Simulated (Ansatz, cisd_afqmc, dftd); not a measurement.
System: C$_{2}$H$_{5}$NO, charge 0, singlet. C2H5NO (SMILES CC(N)=O).
B3LYP-D3(BJ)/def2-TZVP minimum from Ansatz (a first-principles code):
```
C
O 1 1.2153
N 1 1.3630 2 122.17
H 3 1.0031 1 122.48 2 -179.93
H 3 1.0062 4 119.15 1 -179.86
C 1 1.5156 2 122.10 3 -179.96
H 6 1.0899 1 108.49 2 -57.77
H 6 1.0899 7 109.20 1 124.50
H 6 1.0900 7 107.54 8 118.34
```

Quantity: atomisation energy (electronic, to ground-state atoms), in kJ/mol. UHF or UKS for unpaired electrons; spin-orbit terms are left out. Cores are frozen in correlated methods. Rows without X2C or -DK are non-relativistic. The Monte Carlo rows (phaseless AFQMC, CISD trial, step 0.005/hartree) carry one-sigma bars that omit the constraint's bias. Outlying blocks are dropped, and bars are widened where a walk drifts. Over all cases where full CI ran beside it in this data, AFQMC minus full CI had a median of +0.1 mEh and passed +0.4 mEh in a tenth of the cases. CBS(X,Y): correlation extrapolated as X^-3, Hartree-Fock from the larger set. A bracket is a step between two methods taken in the basis named. The functionals are non-relativistic, so their misses hold any scalar relativity. Double hybrids freeze cores in their MP2 part. 'core' is core correlation in cc-pwCVTZ, 'X2C' scalar relativity in cc-pVTZ-DK, both at CCSD(T). Where a partner has so few electrons that a lower coupled-cluster level is exact, that level stands in.

```csv
level,program,atomisation energy (kJ/mol),difference against the last row
HF/cc-pVDZ,Ansatz,2475.9,-1160.9
HF/cc-pVTZ,Ansatz,2533.7,-1103.1
HF/cc-pVQZ,Ansatz,2541.7,-1095.1
PBE0-D3(BJ)/def2-TZVPD,Ansatz + dftd3,3654.1,17.3
r2SCANh-D4/def2-TZVPD,Ansatz + dftd4,3606.5,-30.3
CAM-B3LYP-D4/def2-TZVPD,Ansatz + dftd4,3658.4,21.6
B2PLYP-D3(BJ)/def2-TZVPD,Ansatz + dftd3,3606.3,-30.5
B2PLYP/def2-TZVPD,Ansatz,3596.3,-40.5
B2GP-PLYP-D3(BJ)/def2-TZVPD,Ansatz + dftd3,3586.5,-50.3
"MP2/CBS(cc-pVTZ,cc-pVQZ)",Ansatz,3700.6,63.8
CCSD/cc-pVDZ,Ansatz,3276.1,-360.7
CCSDT(Q)/cc-pVDZ,Ansatz,3324.1,-312.7
AFQMC/CISD/cc-pVTZ,cisd_afqmc,3521.7 ± 1.1,-115.1
"CCSD(T)/CBS(cc-pVTZ,cc-pVQZ) + [AFQMC/CISD - CCSD(T)]/cc-pVTZ + core + X2C",Ansatz + cisd_afqmc,3634.9 ± 1.1,-1.9
"CCSD(T)/CBS(cc-pVTZ,cc-pVQZ) + [CCSDT(Q) - CCSD(T)]/cc-pVDZ + core + X2C",Ansatz,3636.8,0.0
```
